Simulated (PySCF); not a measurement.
Gas-phase reaction: 5 trisilylamine → 3 H3SiNH2 + 2 N + 3 i-Si4H10

Computed with PySCF and rigid-rotor harmonic-oscillator thermochemistry at 1 bar. † marks an energy on the PBE0/def2-TZVP geometry and frequencies; other levels use their own. MP2 and CCSD(T) freeze the core. 6-31G* has spherical d functions here. Open shells (unrestricted): N (multiplicity 4); the rest are closed-shell singlets. B3LYP is the form with VWN-RPA correlation. H3SiNH2: computed as isolated molecules; such fragments, hydroxides, amides, oligomers or adducts are transient or little studied in the gas. MP2 isn't extrapolated to the basis-set limit; its ΔH°(298 K) is 1552.7 kJ in def2-SVP and 1699.6 kJ in def2-TZVPP. CCSD(T) isn't extrapolated to the basis-set limit. The harmonic model lacks anharmonicity and excited electronic states, which grow with temperature; levels with a mode under 35 cm⁻¹ are left out. Internal rotation in trisilylamine, H3SiNH2, i-Si4H10 is treated as a harmonic vibration of one conformer, which makes the entropy rough.

```csv
level,"ΔE electronic, kJ","ΔH°(298 K), kJ","ΔS°(298 K), J/K","ΔG°(2000 K), kJ"
B3LYP/6-31G*,1470,1464,481,474
B3LYP/def2-TZVP†,1581,1577,494,558
CCSD(T)/def2-SVP†,1451,1447,494,428
HF/6-31G*,1104,1093,527,-4
HF/def2-TZVP†,1224,1220,494,201
M06-2X/def2-TZVP†,1737,1733,494,714
MP2/def2-SVP†,1557,1553,494,534
PBE/def2-SVP,1448,1446,440,543
PBE0/def2-TZVP,1508,1504,494,485
r2SCAN/def2-TZVP†,1559,1555,494,536
```
ΔH° is lowest at HF/6-31G* and highest at M06-2X/def2-TZVP†. No reference value is set beside these.
